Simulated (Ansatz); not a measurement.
Molecule: CH$_{3}$F, charge 1, multiplicity 2. 
Geometry from a B3LYP-D3(BJ)/def2-TZVP (Ansatz, a first-principles code) optimisation:
```xyz
5

C     -0.5723     0.0075    -0.0008
F      0.7111    -0.0735    -0.0551
H     -0.9225     0.1766     1.1043
H     -0.9086     1.1296     0.0127
H     -1.1351    -0.6899    -0.6168
```
Charge +1, spin multiplicity 2.

Basis-set convergence of Hartree-Fock and MP2 correlation energies (hartree) with Ansatz. Correlated levels leave the core frozen unless marked. UHF or UKS for open shells. Spin-orbit coupling is left out. No relativistic terms.

```tsv
basis	functions	E(HF)	E(corr, MP2)
def2-SVP	43	-138.48885	-0.31857
def2-TZVPP	104	-138.66295	-0.40778
def2-QZVPP	204	-138.66946	-0.44108
```

Extrapolating the two largest sets (X = 3 and 4) as X^-3: E(corr) = (64·(-0.44108) - 27·(-0.40778))/37 = -0.4654 Eh, an estimate of the basis-set limit. The largest set recovers 94.8 % of it, the smallest 68.5 %.
